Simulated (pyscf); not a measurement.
One hydrogen abstraction on the doublet surface with elements of a group swapped. ωB97M-D3(BJ)/def2-TZVP, kcal/mol, from the separated reactants. Single points on ωB97X-D3(BJ)/def2-SVP structures (PySCF, gas phase).

| step | barrier | reaction energy | imaginary mode (i cm⁻¹) |
|---|---|---|---|
| `[F][SiH]([F])[F]` + `[H]` [doublet] → `[F][Si]([F])[F]` [doublet] + `[H][H]` | 8.5 | -2.7 | 1316 |
| `[Cl][SiH]([Cl])[Cl]` + `[H]` [doublet] -> `[Cl][Si]([Cl])[Cl]` [doublet] + `[H][H]` | ___ | ___ | 1062 |
| `[Cl][GeH]([Cl])[Cl]` + `[H]` [doublet] → `[Cl][Ge]([Cl])[Cl]` [doublet] + `[H][H]` | 2.6 | -24.9 | 758 |

Some entries are withheld; supply them.


- `[Cl][SiH]([Cl])[Cl]` + `[H]` [doublet] -> `[Cl][Si]([Cl])[Cl]` [doublet] + `[H][H]`, barrier: 4.9
- `[Cl][SiH]([Cl])[Cl]` + `[H]` [doublet] -> `[Cl][Si]([Cl])[Cl]` [doublet] + `[H][H]`, reaction energy: -11.3

Each row is the saddle that its search found. Elements up to Kr have no core potential and no relativistic terms here.
